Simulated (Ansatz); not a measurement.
Energy needed to pull apart BSiCl, closed shell, into free ground-state atoms, from the structure below (at a frame of a short PBE0-D4/def2-SVP trajectory); no zero-point or spin–orbit terms; open-shell atoms are treated unrestricted, in their ground-state multiplicity.

```
3
angstrom
B -1.7375 1.0262 -0.8361
Si -0.0405 -0.0910 -0.0307
Cl 1.6207 -0.8447 0.7909
```

Ansatz 0.2.0; basis: def2-TZVPP; cores frozen in the correlated methods.

```
   method  atomization energy (kcal/mol)
   PBE-D4                              ?
r2SCAN-D4                          126.2
  PBE0-D4                          124.6
  wB97M-V                          123.2
       HF                           49.2
      MP2                          119.2
     CCSD                              ?
  CCSD(T)                          117.5
```

Problem. What does PBE-D4 give? (An estimate is asked for; the value comes from the calculation.)

Solution. By the calculation: 136.9 kcal/mol, which is about 19.4 kcal/mol more than CCSD(T)/def2-TZVPP.

Problem. What does CCSD give? (An estimate is asked for; the value comes from the calculation.)

Solution. By the calculation: 106.8 kcal/mol, which is about 10.8 kcal/mol less than CCSD(T)/def2-TZVPP.

In triple zeta the MP2 and coupled-cluster atomization energies are still short of their basis limit by a few kcal/mol a bond, whereas those of the functionals are nearly converged, so these differences are not deviations from converged CCSD(T).

The T1 diagnostic stays at or below 0.028. The T1 diagnostic is large here, which may signal multireference character or strong orbital relaxation, so CCSD(T) is less sure.

For scale, one of the runs: CCSD(T)/def2-TZVPP forces, 115 basis functions, launched by `ansatz run in.yaml --threads 2 --pin off --events-out ev --progress --plain --max-ram 3481MiB`. Time: 50 s of wall clock on 2 CPU threads of an Arm Neoverse V1; the host was shared. Peak host memory: 0.64 GiB.
